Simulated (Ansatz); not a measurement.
Rutile PbO2, treated with PBE+SOC (plane waves, PAW; Ansatz, a quantum-chemistry and plane-wave program).

Run with plane-wave cutoff 520 eV, 12×12×16 k mesh (along the axes of the cell as run), Fermi–Dirac smearing 0.05 eV, PAW data made under PBE.

Cell (relaxed at this level):

```cif
data_O4Pb2
_chemical_formula_sum 'Pb2 O4'
_space_group_name_H-M_alt 'P42/mnm'
_space_group_IT_number 136
_space_group_name_Hall '-P 4n 2n'
_cell_length_a 5.07924
_cell_length_b 5.07924
_cell_length_c 3.43730
_cell_angle_alpha 90.000
_cell_angle_beta 90.000
_cell_angle_gamma 90.000
loop_
_atom_site_label
_atom_site_type_symbol
_atom_site_symmetry_multiplicity
_atom_site_Wyckoff_symbol
_atom_site_fract_x
_atom_site_fract_y
_atom_site_fract_z
_atom_site_occupancy
Pb1 Pb 2 a 0.00000 0.00000 0.00000 1
O1 O 4 f 0.30809 0.30809 0.00000 1
```

Task: Predict the bulk modulus B0, smallest direct gap on the k points sampled and pressure derivative B′ of the bulk modulus.

Result: 
bulk modulus B0: 107 GPa
smallest direct gap on the k points sampled: 0.10 eV (under three smearing widths, so not firm)
pressure derivative B′ of the bulk modulus: 6.4

Note: the bulk modulus comes from volumes at which shape and atoms were relaxed.

The computed numbers hold no vibrational or temperature effects.
